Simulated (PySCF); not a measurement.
Stepwise substitution at one centre (Al Cl-CH3). Isolated molecules, 0 K electronic values unless said otherwise. Strings in code marks are SMILES.

Level of theory: PBE-D3(BJ)/def2-TZVP // B3LYP-D3(BJ)/def2-TZVP (PySCF). All candidates: neutral, multiplicity 1. 

```json
{
  "HOMO": "-6.62 eV",
  "LUMO": "-1.43 eV",
  "HOMO–LUMO gap": "5.20 eV"
}
```

### Question
Identify which member has these values.
(A) `[CH3][Al]([CH3])[CH3]`
(B) `[CH3][Al]([Cl])[Cl]`
(C) `[CH3][Al]([CH3])[Cl]`
(D) `[Cl][Al]([Cl])[Cl]`

### Answer
C, `[CH3][Al]([CH3])[Cl]`. The others give `[CH3][Al]([Cl])[Cl]`: -7.55 eV, -1.69 eV, 5.86 eV; `[Cl][Al]([Cl])[Cl]`: -7.96 eV, -2.17 eV, 5.78 eV; `[CH3][Al]([CH3])[CH3]`: -6.25 eV, -1.14 eV, 5.11 eV
